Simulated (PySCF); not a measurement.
Gas-phase reaction: C₂H₅F + 3 C₂HF = 4 CF + 2 C₂H₄

Method: PySCF energies plus ideal-gas RRHO corrections (1 bar). † marks an energy on the PBE0/def2-TZVP geometry and frequencies; other levels use their own. MP2 and CCSD(T) freeze the core. 6-31G* has spherical d functions here. Open shells (unrestricted): CF (multiplicity 2, electronic degeneracy 4); the rest are closed-shell singlets. Spin-orbit splitting is ignored; it lowers the true energy and changes the entropy of CF. MP2 isn't extrapolated to the basis-set limit; its ΔH°(298 K) is 1119.8 kJ in def2-SVP and 1124.8 kJ in def2-TZVPP. CCSD(T) isn't extrapolated to the basis-set limit; its ΔH°(298 K) is 999.6 kJ in def2-SVP and 996.6 kJ in def2-TZVPP. The harmonic model lacks anharmonicity and excited electronic states, which grow with temperature; levels with a mode under 35 cm⁻¹ are left out. Internal rotation in C₂H₅F is treated as a harmonic vibration of one conformer, which makes the entropy rough.

| level | ΔE electronic, kJ | ΔH°(298 K), kJ | ΔS°(298 K), J/K | ΔG°(2500 K), kJ |
|---|---|---|---|---|
| CCSD(T)/def2-SVP† | 1030 | 1000 | 339 | 207 |
| HF/6-31G* | 687 | 651 | 349 | -179 |
| MP2/def2-SVP† | 1150 | 1120 | 339 | 328 |
| PBE/def2-SVP | 1138 | 1108 | 336 | 324 |
| PBE/def2-TZVP† | 1100 | 1069 | 339 | 277 |
| PBE0/def2-SVP† | 1109 | 1079 | 339 | 286 |
| r2SCAN/def2-TZVP† | 1054 | 1023 | 339 | 231 |
| LDA/def2-TZVP† | 1317 | 1287 | 339 | 494 |
| ωB97M-V/def2-TZVP† | 1049 | 1018 | 339 | 226 |
ΔH° is lowest at HF/6-31G* and highest at LDA/def2-TZVP†. No reference value is set beside these.
